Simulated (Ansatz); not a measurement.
```yaml
crystal:
  periodic: [false, false, false]
  atoms:
    - {symbol: C, position_ang: [-2.061307, -0.104141, -0.000008]}
    - {symbol: B, position_ang: [-0.683272, -0.328345, -0.001699]}
    - {symbol: Si, position_ang: [1.058716, 0.142884, 0.000520]}
    - {symbol: H, position_ang: [2.391046, 0.781373, 0.003823]}
basis:
  gaussian: {orbitals: def2-TZVP}
hamiltonian: {xc: pbe0}
relax: {f_tol: 0.004, max_steps: 80}
```

```sh
$ ansatz run in.yaml --threads 1 --pin off --events-out ev --progress --plain --max-ram 2176MiB
```

Steps of the relaxation (energy above the last step; positions in Å, forces in eV/Å):

```
4
step 1, 2038.7 meV
C    -2.061   -0.104    0.000   -1.095    0.295    0.002
B    -0.683   -0.328   -0.002    2.805    0.062    0.000
Si    1.059    0.143    0.001   -1.691   -0.331   -0.001
H     2.391    0.781    0.004   -0.019   -0.026    0.000
```

```
4
step 2, 1970.8 meV
C    -2.049   -0.090    0.000   -0.204    0.163    0.001
B    -0.657   -0.339   -0.002    0.936   -0.090   -0.001
Si    1.040    0.141    0.001   -0.726   -0.031    0.000
H     2.371    0.780    0.004   -0.007   -0.042    0.000
```

```
4
step 3, 1949.4 meV
C    -2.029   -0.070    0.000    0.179    0.116    0.001
B    -0.638   -0.363   -0.002   -0.278   -0.310   -0.002
Si    1.019    0.147    0.001    0.084    0.230    0.001
H     2.353    0.777    0.004    0.015   -0.036    0.000
```

```
4
step 4, 1933.0 meV
C    -2.010   -0.045    0.000    0.341    0.108    0.001
B    -0.630   -0.398   -0.002   -0.649   -0.401   -0.002
Si    1.003    0.158    0.001    0.286    0.313    0.002
H     2.341    0.777    0.004    0.022   -0.019    0.000
```

```
4
step 7, 1831.6 meV
C    -1.921    0.057    0.001    0.811    0.060    0.000
B    -0.615   -0.533   -0.003   -1.112   -0.539   -0.003
Si    0.953    0.171    0.001    0.285    0.456    0.003
H     2.288    0.797    0.004    0.016    0.022    0.000
```

```
4
step 16, 0.1 meV
C    -1.110    0.369    0.002    0.003    0.001    0.000
B    -0.743   -0.990   -0.005    0.001    0.000    0.000
Si    0.615    0.214    0.001    0.038    0.020    0.000
H     1.944    0.899    0.005   -0.042   -0.021    0.000
```

```
4
step 17, 0.0 meV
C    -1.110    0.369    0.002    0.002    0.001    0.000
B    -0.743   -0.989   -0.005    0.000   -0.001    0.000
Si    0.615    0.214    0.001   -0.003   -0.001    0.000
H     1.942    0.898    0.005    0.001    0.001    0.000
```

Close pairs at the end: C1–B2 1.407 Å, Si3–H4 1.493 Å, C1–Si3 1.732 Å, B2–Si3 1.815 Å.

A stationary point of restricted PBE0 after 17 steps (its stability towards spin polarisation wasn't tested); no frequencies were run, so it isn't proven a minimum. 43 s on 1 thread of Arm Neoverse V1, shared host.
